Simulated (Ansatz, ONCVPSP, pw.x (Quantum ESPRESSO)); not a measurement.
pw.x on bcc W: one setting changed

Potential: optimised norm-conserving Vanderbilt (ONCV), ONCVPSP 4.0.1.1 (patched build), PBEsol; core [Xe] 4f14, reference 5d4 6s1.5 6p0.5; waves: 6s: rc 2.65 bohr, ncon 5, nbas 8, qcut 2 1/bohr, 2 projectors, debl 3.5 Ha; 6p: rc 2.85 bohr, ncon 5, nbas 9, qcut 2.3 1/bohr, 2 projectors, debl 2.1 Ha; 5d: rc 1.70 bohr, ncon 4, nbas 8, qcut 8.1 1/bohr, 1 projector; local part: polynomial inside 1.65 bohr (lpopt 5, dvloc0 4 Ha); core correction: none.

The reference run (k-mesh 15³, cutoffs 55/220 Ry, Fermi–Dirac 0.01 Ry, mixing_beta 0.4, conv_thr 1e-9, no spin) gives -3.25 GPa at 15.687 Å³/atom, where all-electron LAPW gives 0.22 GPa. This run, with its own iteration cap, changes nspin = 2 with starting_magnetization to -0.3.

```
&control
  calculation='scf', prefix='x', pseudo_dir='./', outdir='./tmp', tstress=.true., disk_io='none'
/
&system
  ibrav=0, nat=1, ntyp=1, ecutwfc=55, ecutrho=220, nbnd=10,
  occupations='smearing', smearing='fd', degauss=0.01, nspin=2, starting_magnetization(1)=-0.3
/
&electrons
  conv_thr=1e-09, mixing_beta=0.4, electron_maxstep=50
/
ATOMIC_SPECIES
W 1.0 W.UPF
CELL_PARAMETERS angstrom
  -1.57698163 1.57698163 1.57698163
  1.57698163 -1.57698163 1.57698163
  1.57698163 1.57698163 -1.57698163
ATOMIC_POSITIONS crystal
W 0.0000 0.0000 0.0000
K_POINTS automatic
15 15 15 0 0 0
```

```bash
pw.x < W.scf.in > W.scf.out
```

How does the run end?

It converges in 9 iterations; the free energy moves by +0.0 meV/atom and the pressure by +0.00 GPa. The result is that of the reference run.

```
Message from routine setup:
     using ibrav=0 with symmetry is DISCOURAGED, use correct ibrav instead
     lattice parameter (alat)  =       5.1616  a.u.
     unit-cell volume          =     105.8611 (a.u.)^3
     number of electrons       =         6.00
     number of Kohn-Sham states=           10
     kinetic-energy cutoff     =      55.0000  Ry
     charge density cutoff     =     220.0000  Ry
     scf convergence threshold =      1.0E-09
     Exchange-correlation= PBESOL
     atomic species   magnetization
     number of k points=   120  Fermi-Dirac smearing, width (Ry)=  0.0100
     iteration #  1     ecut=    55.00 Ry     beta= 0.40
     total energy              =     -15.51001580 Ry
     estimated scf accuracy    <       0.05963882 Ry
     total magnetization       =    -0.36 Bohr mag/cell
     absolute magnetization    =     0.36 Bohr mag/cell
     iteration #  2     ecut=    55.00 Ry     beta= 0.40
     total energy              =     -15.52109373 Ry
     estimated scf accuracy    <       0.01472711 Ry
     total magnetization       =    -0.27 Bohr mag/cell
     absolute magnetization    =     0.27 Bohr mag/cell
     iteration #  3     ecut=    55.00 Ry     beta= 0.40
     total energy              =     -15.52657269 Ry
     estimated scf accuracy    <       0.00075275 Ry
     total magnetization       =    -0.12 Bohr mag/cell
     absolute magnetization    =     0.12 Bohr mag/cell
     [... 3 iterations left out ...]
     iteration #  7     ecut=    55.00 Ry     beta= 0.40
     total energy              =     -15.52760763 Ry
     estimated scf accuracy    <       0.00000007 Ry
     total magnetization       =    -0.00 Bohr mag/cell
     absolute magnetization    =     0.00 Bohr mag/cell
     iteration #  8     ecut=    55.00 Ry     beta= 0.40
     total energy              =     -15.52760795 Ry
     estimated scf accuracy    <          6.3E-09 Ry
     total magnetization       =     0.00 Bohr mag/cell
     absolute magnetization    =     0.00 Bohr mag/cell
     iteration #  9     ecut=    55.00 Ry     beta= 0.40
     the Fermi energy is    15.5261 ev
!    total energy              =     -15.52760796 Ry
     estimated scf accuracy    <          4.1E-10 Ry
     smearing contrib. (-TS)   =      -0.00226447 Ry
     The total energy is F=E-TS. E is the sum of the following terms:
     one-electron contribution =      10.39234404 Ry
     hartree contribution      =       0.13862309 Ry
     xc contribution           =      -4.07483113 Ry
     ewald contribution        =     -21.98147950 Ry
     total magnetization       =     0.00 Bohr mag/cell
     absolute magnetization    =     0.00 Bohr mag/cell
     convergence has been achieved in   9 iterations
          total   stress  (Ry/bohr**3)                   (kbar)     P=      -32.53
     Message from routine punch:
     Nothing written, as per user request (disk_io='none')
```

The run took about 16 s on one core of a shared host (Neoverse-V2, 32 threads, 247 GiB, load 29).
